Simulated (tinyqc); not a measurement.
G0W0 on RHF in the sto-3g basis, for BH2+, spin multiplicity 1, step by step (part 1 of 2). Computed by tinyqc, a small Python program that keeps every step (integrals from PySCF). Settings: charge = 1, multiplicity = 1, basis = sto-3g, method = RHF, energy threshold = 1e-10, iteration cap = 70, orthogonalisation = canonical, start = core, DIIS depth = 6. Command: `OMP_NUM_THREADS=1 python tinyqc.py 24618 24619 out.jsonl` (the two numbers bound the seeds that draw the settings). One thread of a shared host (Intel(R) Xeon(R) Processor @ 2.60GHz), about 0.09 s of CPU time with the checks. Later iterations appear only in the table of the cycle.

## One-electron integrals

Geometry (angstrom):
```
atom         x          y         z
B     0.000000   0.000000  0.000000
H     0.000000   0.956000  0.529000
H     0.000000  -0.956000  0.529000
```

Basis sto-3g: exponents (1/bohr^2) and contraction coefficients of normalised primitives:
```
element  l (shell)   exponent  coefficient
B            s (1)  48.791113     0.154329
B            s (1)   8.887362     0.535328
B            s (1)   2.405267     0.444635
B            s (2)   2.236956    -0.099967
B            s (2)   0.519821     0.399513
B            s (2)   0.169062     0.700115
B            p (3)   2.236956     0.155916
B            p (3)   0.519821     0.607684
B            p (3)   0.169062     0.391957
H            s (1)   3.425251     0.154329
H            s (1)   0.623914     0.535328
H            s (1)   0.168855     0.444635
```

Overlap, kinetic and nuclear-attraction integrals over the contracted functions; the nuclear repulsion is the sum of Za Zb / Rab.

nuclear repulsion = 5.12004579 hartree

overlap S, order 1B 1s, 1B 2s, 1B 2px, 1B 2py, 1B 2pz, 2H 1s, 3H 1s:
$$\begin{pmatrix}
1.000000 & 0.269328 & 0.000000 & 0.000000 & 0.000000 & 0.083089 & 0.083089 \\
0.269328 & 1.000000 & 0.000000 & 0.000000 & 0.000000 & 0.527154 & 0.527154 \\
0.000000 & 0.000000 & 1.000000 & 0.000000 & 0.000000 & 0.000000 & 0.000000 \\
0.000000 & 0.000000 & 0.000000 & 1.000000 & 0.000000 & 0.454018 & -0.454018 \\
0.000000 & 0.000000 & 0.000000 & 0.000000 & 1.000000 & 0.251230 & 0.251230 \\
0.083089 & 0.527154 & 0.000000 & 0.454018 & 0.251230 & 1.000000 & 0.137504 \\
0.083089 & 0.527154 & 0.000000 & -0.454018 & 0.251230 & 0.137504 & 1.000000
\end{pmatrix}$$

kinetic energy T (hartree), order 1B 1s, 1B 2s, 1B 2px, 1B 2py, 1B 2pz, 2H 1s, 3H 1s:
$$\begin{pmatrix}
10.826302 & -0.047967 & 0.000000 & 0.000000 & 0.000000 & -0.011412 & -0.011412 \\
-0.047967 & 0.359168 & 0.000000 & 0.000000 & 0.000000 & 0.114710 & 0.114710 \\
0.000000 & 0.000000 & 1.123881 & 0.000000 & 0.000000 & 0.000000 & 0.000000 \\
0.000000 & 0.000000 & 0.000000 & 1.123881 & 0.000000 & 0.246397 & -0.246397 \\
0.000000 & 0.000000 & 0.000000 & 0.000000 & 1.123881 & 0.136343 & 0.136343 \\
-0.011412 & 0.114710 & 0.000000 & 0.246397 & 0.136343 & 0.760032 & -0.008790 \\
-0.011412 & 0.114710 & 0.000000 & -0.246397 & 0.136343 & -0.008790 & 0.760032
\end{pmatrix}$$

nuclear attraction V (hartree), order 1B 1s, 1B 2s, 1B 2px, 1B 2py, 1B 2pz, 2H 1s, 3H 1s:
$$\begin{pmatrix}
-24.116044 & -3.400248 & 0.000000 & 0.000000 & -0.021345 & -1.064328 & -1.064328 \\
-3.400248 & -4.690683 & 0.000000 & 0.000000 & -0.174664 & -2.262284 & -2.262284 \\
0.000000 & 0.000000 & -4.567762 & 0.000000 & 0.000000 & 0.000000 & 0.000000 \\
0.000000 & 0.000000 & 0.000000 & -4.781329 & 0.000000 & -1.847945 & 1.847945 \\
-0.021345 & -0.174664 & 0.000000 & 0.000000 & -4.633155 & -1.063479 & -1.063479 \\
-1.064328 & -2.262284 & 0.000000 & -1.847945 & -1.063479 & -3.873166 & -0.583327 \\
-1.064328 & -2.262284 & 0.000000 & 1.847945 & -1.063479 & -0.583327 & -3.873166
\end{pmatrix}$$

core Hamiltonian H = T + V (hartree), order 1B 1s, 1B 2s, 1B 2px, 1B 2py, 1B 2pz, 2H 1s, 3H 1s:
$$\begin{pmatrix}
-13.289742 & -3.448215 & 0.000000 & 0.000000 & -0.021345 & -1.075741 & -1.075741 \\
-3.448215 & -4.331515 & 0.000000 & 0.000000 & -0.174664 & -2.147575 & -2.147575 \\
0.000000 & 0.000000 & -3.443881 & 0.000000 & 0.000000 & 0.000000 & 0.000000 \\
0.000000 & 0.000000 & 0.000000 & -3.657448 & 0.000000 & -1.601547 & 1.601547 \\
-0.021345 & -0.174664 & 0.000000 & 0.000000 & -3.509274 & -0.927136 & -0.927136 \\
-1.075741 & -2.147575 & 0.000000 & -1.601547 & -0.927136 & -3.113134 & -0.592117 \\
-1.075741 & -2.147575 & 0.000000 & 1.601547 & -0.927136 & -0.592117 & -3.113134
\end{pmatrix}$$

## Two-electron integrals

Functions are numbered as in S; the eight-fold symmetry (ij|kl) = (ji|kl) = (kl|ij) leaves the list below.

Two-electron integrals (ij|kl) in chemists' order, unique and non-zero (hartree):
```
(11|11) 2.923513    (21|11) 0.518376    (21|21) 0.109262    (22|11) 0.744229
(22|21) 0.193177    (22|22) 0.544804    (31|31) 0.020264    (32|31) 0.029996
(32|32) 0.120346    (33|11) 0.742491    (33|21) 0.193240    (33|22) 0.544682
(33|33) 0.586773    (41|41) 0.020264    (42|41) 0.029996    (42|42) 0.120346
(43|43) 0.031630    (44|11) 0.742491    (44|21) 0.193240    (44|22) 0.544682
(44|33) 0.523513    (44|44) 0.586773    (51|51) 0.020264    (52|51) 0.029996
(52|52) 0.120346    (53|53) 0.031630    (54|54) 0.031630    (55|11) 0.742491
(55|21) 0.193240    (55|22) 0.544682    (55|33) 0.523513    (55|44) 0.523513
(55|55) 0.586773    (61|11) 0.160392    (61|21) 0.033633    (61|22) 0.059462
(61|33) 0.059170    (61|41) 0.002182    (61|42) 0.003946    (61|44) 0.059867
(61|51) 0.001208    (61|52) 0.002184    (61|54) 0.000386    (61|55) 0.059383
(61|61) 0.010693    (62|11) 0.329098    (62|21) 0.086424    (62|22) 0.261605
(62|33) 0.254729    (62|41) 0.008329    (62|42) 0.047129    (62|44) 0.270345
(62|51) 0.004609    (62|52) 0.026079    (62|54) 0.008641    (62|55) 0.259511
(62|61) 0.028270    (62|62) 0.162440    (63|31) 0.009400    (63|32) 0.041842
(63|43) 0.009232    (63|53) 0.005109    (63|63) 0.019847    (64|11) 0.251543
(64|21) 0.067025    (64|22) 0.214139    (64|33) 0.202702    (64|41) 0.015079
(64|42) 0.077634    (64|44) 0.233130    (64|51) 0.003143    (64|52) 0.019805
(64|54) 0.011729    (64|55) 0.206365    (64|61) 0.023200    (64|62) 0.156445
(64|64) 0.167438    (65|11) 0.139191    (65|21) 0.037088    (65|22) 0.118493
(65|33) 0.112165    (65|41) 0.003143    (65|42) 0.019805    (65|44) 0.118785
(65|51) 0.011139    (65|52) 0.052801    (65|54) 0.012895    (65|55) 0.124409
(65|61) 0.012838    (65|62) 0.086568    (65|64) 0.081669    (65|65) 0.065038
(66|11) 0.472904    (66|21) 0.126561    (66|22) 0.427950    (66|33) 0.402385
(66|41) 0.016378    (66|42) 0.117315    (66|44) 0.460793    (66|51) 0.009063
(66|52) 0.064916    (66|54) 0.032320    (66|55) 0.420269    (66|61) 0.042508
(66|62) 0.323743    (66|64) 0.341473    (66|65) 0.188953    (66|66) 0.774606
(71|11) 0.160392    (71|21) 0.033633    (71|22) 0.059462    (71|33) 0.059170
(71|41) -0.002182   (71|42) -0.003946   (71|44) 0.059867    (71|51) 0.001208
(71|52) 0.002184    (71|54) -0.000386   (71|55) 0.059383    (71|61) 0.010183
(71|62) 0.025813    (71|64) 0.018887    (71|65) 0.011723    (71|66) 0.037391
(71|71) 0.010693    (72|11) 0.329098    (72|21) 0.086424    (72|22) 0.261605
(72|33) 0.254729    (72|41) -0.008329   (72|42) -0.047129   (72|44) 0.270345
(72|51) 0.004609    (72|52) 0.026079    (72|54) -0.008641   (72|55) 0.259511
(72|61) 0.025813    (72|62) 0.113676    (72|64) 0.079272    (72|65) 0.059051
(72|66) 0.177641    (72|71) 0.028270    (72|72) 0.162440    (73|31) 0.009400
(73|32) 0.041842    (73|43) -0.009232   (73|53) 0.005109    (73|63) 0.012837
(73|73) 0.019847    (74|11) -0.251543   (74|21) -0.067025   (74|22) -0.214139
(74|33) -0.202702   (74|41) 0.015079    (74|42) 0.077634    (74|44) -0.233130
(74|51) -0.003143   (74|52) -0.019805   (74|54) 0.011729    (74|55) -0.206365
(74|61) -0.018887   (74|62) -0.079272   (74|64) -0.043978   (74|65) -0.040316
(74|66) -0.113962   (74|71) -0.023200   (74|72) -0.156445   (74|74) 0.167438
(75|11) 0.139191    (75|21) 0.037088    (75|22) 0.118493    (75|33) 0.112165
(75|41) -0.003143   (75|42) -0.019805   (75|44) 0.118785    (75|51) 0.011139
(75|52) 0.052801    (75|54) -0.012895   (75|55) 0.124409    (75|61) 0.011723
(75|62) 0.059051    (75|64) 0.040316    (75|65) 0.042815    (75|66) 0.097363
(75|71) 0.012838    (75|72) 0.086568    (75|74) -0.081669   (75|75) 0.065038
(76|11) 0.084663    (76|21) 0.022188    (76|22) 0.067396    (76|33) 0.065574
(76|44) 0.067942    (76|51) 0.002014    (76|52) 0.011327    (76|55) 0.068614
(76|61) 0.006998    (76|62) 0.036319    (76|64) 0.030308    (76|65) 0.021102
(76|66) 0.065914    (76|71) 0.006998    (76|72) 0.036319    (76|74) -0.030308
(76|75) 0.021102    (76|76) 0.009894    (77|11) 0.472904    (77|21) 0.126561
(77|22) 0.427950    (77|33) 0.402385    (77|41) -0.016378   (77|42) -0.117315
(77|44) 0.460793    (77|51) 0.009063    (77|52) 0.064916    (77|54) -0.032320
(77|55) 0.420269    (77|61) 0.037391    (77|62) 0.177641    (77|64) 0.113962
(77|65) 0.097363    (77|66) 0.275473    (77|71) 0.042508    (77|72) 0.323743
(77|74) -0.341473   (77|75) 0.188953    (77|76) 0.065914    (77|77) 0.774606
```

## Orthogonalisation

S = U s U^T; canonical form X = U s^(-1/2), so that X^T S X = 1. Each column of U has its largest component positive (the first on a tie).

eigenvalues of S: [0.226321, 0.285499, 0.859572, 1.000000, 1.087408, 1.576997, 1.964203]

X, order 1B 1s, 1B 2s, 1B 2px, 1B 2py, 1B 2pz, 2H 1s, 3H 1s:
$$\begin{pmatrix}
-0.287727 & 0.000000 & 0.811854 & 0.000000 & -0.566347 & 0.000000 & 0.183208 \\
1.427550 & 0.000000 & -0.321782 & 0.000000 & -0.259782 & 0.000000 & 0.437751 \\
0.000000 & 0.000000 & 0.000000 & 1.000000 & 0.000000 & 0.000000 & 0.000000 \\
0.000000 & 1.250944 & 0.000000 & 0.000000 & 0.000000 & 0.592296 & 0.000000 \\
0.632604 & 0.000000 & 0.588708 & 0.000000 & 0.707853 & 0.000000 & 0.184234 \\
-0.974074 & -0.984322 & -0.164532 & 0.000000 & 0.123139 & 0.376365 & 0.353539 \\
-0.974074 & 0.984322 & -0.164532 & 0.000000 & 0.123139 & -0.376365 & 0.353539
\end{pmatrix}$$

## Starting guess

The start is the orbitals of the core Hamiltonian; D = 2 C_occ C_occ^T.

D at the start, order 1B 1s, 1B 2s, 1B 2px, 1B 2py, 1B 2pz, 2H 1s, 3H 1s:
$$\begin{pmatrix}
2.134665 & -0.527232 & 0.000000 & 0.000000 & -0.275413 & 0.066391 & 0.066391 \\
-0.527232 & 2.003573 & 0.000000 & 0.000000 & 1.130701 & -0.211401 & -0.211401 \\
0.000000 & 0.000000 & 0.000000 & 0.000000 & 0.000000 & 0.000000 & 0.000000 \\
0.000000 & 0.000000 & 0.000000 & 2.396374 & 0.000000 & -0.241347 & 0.241347 \\
-0.275413 & 1.130701 & 0.000000 & 0.000000 & 0.638348 & -0.119183 & -0.119183 \\
0.066391 & -0.211401 & 0.000000 & -0.241347 & -0.119183 & 0.046670 & -0.001944 \\
0.066391 & -0.211401 & 0.000000 & 0.241347 & -0.119183 & -0.001944 & 0.046670
\end{pmatrix}$$

## Iteration 1: building the Fock matrix

J_ij = sum D_kl (ij|kl), K_ij = sum D_kl (ik|jl); F = H + J - 0.5 K; E = tr D H + tr D J / 2 - 0.25 tr D K + E_nn.

Coulomb J (hartree), order 1B 1s, 1B 2s, 1B 2px, 1B 2py, 1B 2pz, 2H 1s, 3H 1s:
$$\begin{pmatrix}
8.937411 & 1.830013 & 0.000000 & 0.000000 & 0.045589 & 0.569138 & 0.569138 \\
1.830013 & 3.700539 & 0.000000 & 0.000000 & 0.195878 & 1.770677 & 1.770677 \\
0.000000 & 0.000000 & 3.649692 & 0.000000 & 0.000000 & 0.000000 & 0.000000 \\
0.000000 & 0.000000 & 0.000000 & 3.761178 & 0.000000 & 1.424721 & -1.424721 \\
0.045589 & 0.195878 & 0.000000 & 0.000000 & 3.678371 & 0.843149 & 0.843149 \\
0.569138 & 1.770677 & 0.000000 & 1.424721 & 0.843149 & 2.807077 & 0.461425 \\
0.569138 & 1.770677 & 0.000000 & -1.424721 & 0.843149 & 0.461425 & 2.807077
\end{pmatrix}$$

exchange K (hartree), order 1B 1s, 1B 2s, 1B 2px, 1B 2py, 1B 2pz, 2H 1s, 3H 1s:
$$\begin{pmatrix}
5.986951 & 1.116124 & 0.000000 & 0.000000 & 0.027018 & 0.364530 & 0.364530 \\
1.116124 & 1.244837 & 0.000000 & 0.000000 & 0.554552 & 0.684805 & 0.684805 \\
0.000000 & 0.000000 & 0.306304 & 0.000000 & 0.000000 & 0.000000 & 0.000000 \\
0.000000 & 0.000000 & 0.000000 & 1.402570 & 0.000000 & 0.511030 & -0.511030 \\
0.027018 & 0.554552 & 0.000000 & 0.000000 & 0.595564 & 0.368615 & 0.368615 \\
0.364530 & 0.684805 & 0.000000 & 0.511030 & 0.368615 & 0.640361 & 0.204472 \\
0.364530 & 0.684805 & 0.000000 & -0.511030 & 0.368615 & 0.204472 & 0.640361
\end{pmatrix}$$

Fock matrix F (hartree), order 1B 1s, 1B 2s, 1B 2px, 1B 2py, 1B 2pz, 2H 1s, 3H 1s:
$$\begin{pmatrix}
-7.345807 & -2.176264 & 0.000000 & 0.000000 & 0.010735 & -0.688867 & -0.688867 \\
-2.176264 & -1.253394 & 0.000000 & 0.000000 & -0.256061 & -0.719300 & -0.719300 \\
0.000000 & 0.000000 & 0.052659 & 0.000000 & 0.000000 & 0.000000 & 0.000000 \\
0.000000 & 0.000000 & 0.000000 & -0.597556 & 0.000000 & -0.432341 & 0.432341 \\
0.010735 & -0.256061 & 0.000000 & 0.000000 & -0.128685 & -0.268295 & -0.268295 \\
-0.688867 & -0.719300 & 0.000000 & -0.432341 & -0.268295 & -0.626237 & -0.232928 \\
-0.688867 & -0.719300 & 0.000000 & 0.432341 & -0.268295 & -0.232928 & -0.626237
\end{pmatrix}$$

total energy of this density = -24.20636694 hartree

## Iteration 1: diagonalisation and new density

Diagonalise F' = X^T F X, C = X C', fill 3 alpha and 3 beta electrons from the bottom; D = 2 C_occ C_occ^T. Each column has its largest component positive (the first on a tie).

F' = X^T F X (hartree):
$$\begin{pmatrix}
0.366965 & 0.000000 & 0.360125 & 0.000000 & -0.209572 & 0.000000 & -0.002266 \\
0.000000 & 0.432184 & 0.000000 & 0.000000 & 0.000000 & -0.054316 & 0.000000 \\
0.360125 & 0.000000 & -3.498550 & 0.000000 & 3.169401 & 0.000000 & -1.705273 \\
0.000000 & 0.000000 & 0.000000 & 0.052659 & 0.000000 & 0.000000 & 0.000000 \\
-0.209572 & 0.000000 & 3.169401 & 0.000000 & -2.895429 & 0.000000 & 1.542339 \\
0.000000 & -0.054316 & 0.000000 & 0.000000 & 0.000000 & -0.706566 & 0.000000 \\
-0.002266 & 0.000000 & -1.705273 & 0.000000 & 1.542339 & 0.000000 & -1.789190
\end{pmatrix}$$

orbital energies (hartree): MO1 -7.352416, MO2 -0.855889, MO3 -0.709151, MO4 -0.030615, MO5 0.052659, MO6 0.422717, MO7 0.434768

coefficients C, order 1B 1s, 1B 2s, 1B 2px, 1B 2py, 1B 2pz, 2H 1s, 3H 1s:
$$\begin{pmatrix}
0.990167 & -0.235146 & 0.000000 & 0.163896 & 0.000000 & -0.183361 & 0.000000 \\
0.038804 & 0.609100 & 0.000000 & -0.664374 & 0.000000 & 1.259625 & 0.000000 \\
0.000000 & 0.000000 & 0.000000 & 0.000000 & 1.000000 & 0.000000 & 0.000000 \\
0.000000 & 0.000000 & 0.651092 & 0.000000 & 0.000000 & 0.000000 & 1.221374 \\
0.002800 & 0.258702 & 0.000000 & 0.785163 & 0.000000 & 0.773529 & 0.000000 \\
-0.006625 & 0.278186 & 0.329149 & 0.182037 & 0.000000 & -1.002734 & -1.001101 \\
-0.006625 & 0.278186 & -0.329149 & 0.182037 & 0.000000 & -1.002734 & 1.001101
\end{pmatrix}$$

D after iteration 1, order 1B 1s, 1B 2s, 1B 2px, 1B 2py, 1B 2pz, 2H 1s, 3H 1s:
$$\begin{pmatrix}
2.071449 & -0.209609 & 0.000000 & 0.000000 & -0.116120 & -0.143949 & -0.143949 \\
-0.209609 & 0.745016 & 0.000000 & 0.000000 & 0.315368 & 0.338372 & 0.338372 \\
0.000000 & 0.000000 & 0.000000 & 0.000000 & 0.000000 & 0.000000 & 0.000000 \\
0.000000 & 0.000000 & 0.000000 & 0.847842 & 0.000000 & 0.428612 & -0.428612 \\
-0.116120 & 0.315368 & 0.000000 & 0.000000 & 0.133869 & 0.143897 & 0.143897 \\
-0.143949 & 0.338372 & 0.000000 & 0.428612 & 0.143897 & 0.371541 & -0.061815 \\
-0.143949 & 0.338372 & 0.000000 & -0.428612 & 0.143897 & -0.061815 & 0.371541
\end{pmatrix}$$

## Iteration 8 (converged): orbitals

converged F (hartree), order 1B 1s, 1B 2s, 1B 2px, 1B 2py, 1B 2pz, 2H 1s, 3H 1s:
$$\begin{pmatrix}
-7.969969 & -2.316766 & 0.000000 & 0.000000 & 0.008799 & -0.727224 & -0.727224 \\
-2.316766 & -1.492252 & 0.000000 & 0.000000 & -0.158105 & -0.856004 & -0.856004 \\
0.000000 & 0.000000 & -0.196171 & 0.000000 & 0.000000 & 0.000000 & 0.000000 \\
0.000000 & 0.000000 & 0.000000 & -0.726459 & 0.000000 & -0.541450 & 0.541450 \\
0.008799 & -0.158105 & 0.000000 & 0.000000 & -0.284044 & -0.265669 & -0.265669 \\
-0.727224 & -0.856004 & 0.000000 & -0.541450 & -0.265669 & -0.819511 & -0.255521 \\
-0.727224 & -0.856004 & 0.000000 & 0.541450 & -0.265669 & -0.255521 & -0.819511
\end{pmatrix}$$

As before.

F' = X^T F X (hartree):
$$\begin{pmatrix}
0.360658 & 0.000000 & 0.406464 & 0.000000 & -0.213477 & 0.000000 & 0.045979 \\
0.000000 & 0.437125 & 0.000000 & 0.000000 & 0.000000 & 0.001122 & 0.000000 \\
0.406464 & 0.000000 & -3.975230 & 0.000000 & 3.330791 & 0.000000 & -1.746889 \\
0.000000 & 0.000000 & 0.000000 & -0.196171 & 0.000000 & 0.000000 & 0.000000 \\
-0.213477 & 0.000000 & 3.330791 & 0.000000 & -3.242848 & 0.000000 & 1.687780 \\
0.000000 & 0.001122 & 0.000000 & 0.000000 & 0.000000 & -0.897432 & 0.000000 \\
0.045979 & 0.000000 & -1.746889 & 0.000000 & 1.687780 & 0.000000 & -2.015893
\end{pmatrix}$$

orbital energies (hartree): MO1 -7.974629, MO2 -1.045920, MO3 -0.897433, MO4 -0.263656, MO5 -0.196171, MO6 0.410892, MO7 0.437126

coefficients C, order 1B 1s, 1B 2s, 1B 2px, 1B 2py, 1B 2pz, 2H 1s, 3H 1s:
$$\begin{pmatrix}
0.992051 & -0.236714 & 0.000000 & 0.129195 & 0.000000 & -0.198288 & 0.000000 \\
0.031917 & 0.612209 & 0.000000 & -0.552728 & 0.000000 & 1.311194 & 0.000000 \\
0.000000 & 0.000000 & 0.000000 & 0.000000 & 1.000000 & 0.000000 & 0.000000 \\
0.000000 & 0.000000 & 0.591244 & 0.000000 & 0.000000 & 0.000000 & 1.251441 \\
0.002148 & 0.132126 & 0.000000 & 0.833212 & 0.000000 & 0.755023 & 0.000000 \\
-0.005813 & 0.307887 & 0.377193 & 0.179357 & 0.000000 & -0.994508 & -0.984005 \\
-0.005813 & 0.307887 & -0.377193 & 0.179357 & 0.000000 & -0.994508 & 0.984005
\end{pmatrix}$$

D after iteration 8, order 1B 1s, 1B 2s, 1B 2px, 1B 2py, 1B 2pz, 2H 1s, 3H 1s:
$$\begin{pmatrix}
2.080396 & -0.226510 & 0.000000 & 0.000000 & -0.058290 & -0.157296 & -0.157296 \\
-0.226510 & 0.751638 & 0.000000 & 0.000000 & 0.161915 & 0.376611 & 0.376611 \\
0.000000 & 0.000000 & 0.000000 & 0.000000 & 0.000000 & 0.000000 & 0.000000 \\
0.000000 & 0.000000 & 0.000000 & 0.699140 & 0.000000 & 0.446026 & -0.446026 \\
-0.058290 & 0.161915 & 0.000000 & 0.000000 & 0.034924 & 0.081335 & 0.081335 \\
-0.157296 & 0.376611 & 0.000000 & 0.446026 & 0.081335 & 0.474205 & -0.094893 \\
-0.157296 & 0.376611 & 0.000000 & -0.446026 & 0.081335 & -0.094893 & 0.474205
\end{pmatrix}$$

## Convergence

Stop when the energy changes by less than 1e-10 hartree and every element of the error matrix X^T (F D S - S D F) X is below 3e-06.

Course of the cycle:
```
iteration   E (hartree)     change  largest element of the error matrix
1          -24.20636694          -                             8.56e-01
2          -25.09276867  -8.86e-01                             1.07e-01
3          -25.11274347  -2.00e-02                             2.49e-02
4          -25.11424345  -1.50e-03                             4.25e-03
5          -25.11429585  -5.24e-05                             4.36e-04
6          -25.11429602  -1.69e-07                             1.95e-05
7          -25.11429602  -7.79e-10                             1.30e-06
8          -25.11429602  -1.99e-12                             4.33e-08
```

PySCF RHF in the same basis = -25.11429602 hartree

Converged in 8 iterations.

## Populations, bond orders and dipole

Mulliken: Z minus the diagonal of D S on the atom; Loewdin: the same with S^(1/2) D S^(1/2); Mayer order: 2 sum_s sum (D(s) S)_ij (D(s) S)_ji over the two atoms.

Charges (e):
```
atom  Mulliken   Loewdin
1B    0.739113  0.834209
2H    0.130443  0.082895
3H    0.130443  0.082895
```

Mayer bond orders:
```
pair     order
2-1   0.982293
3-1   0.982293
3-2   0.000691
```

dipole moment about the origin, x y z (debye): [0.000000, 0.000000, -0.753689]
